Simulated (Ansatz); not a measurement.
Hg3O2SO4 (P3₁21, No. 152; cell taken from a computed entry)

Method: r²SCAN (Ansatz, an electronic-structure program, plane waves, PAW).

Numerical settings: plane-wave cutoff 560 eV, 6×6×4 k mesh (along the axes of the cell as run), Fermi–Dirac smearing 0.01 eV, scalar-relativistic PAW data made under PBE.

Cell (relaxed with PBEsol):

Hg3O6S has the trigonal space group P3₁21 (No. 152), Pearson symbol hP30. Lattice parameters: a = b = 7.044 Å, c = 10.276 Å, α = β = 90.00°, γ = 120.00°. Hg1 on 6c is surrounded by 2 O at 2.099–2.110 Å (linear). Hg2 on 3a sees 2 O at 2.062 Å (linear). S on 3a is surrounded by 4 O at 1.487–1.502 Å (tetrahedral). O1 on 6c is coordinated by 1 S at 1.502 Å. O2 on 6c sees 3 Hg at 2.062–2.110 Å. O3 on 6c sees 1 S at 1.487 Å. (Neighbours: up to the widest gap in distance over summed covalent radii, below 1.35, at either atom; cation-cation and far metal-metal contacts left out.)

```yaml
band_gap: 1.10 eV
smallest_direct_gap_on_the_k_points_sampled: 1.44 eV
```

Note: cell and atoms aren't relaxed at this level (largest force component 0.44 eV/Å).

Spin–orbit coupling is not included.

Static lattice: no zero-point or thermal effects.
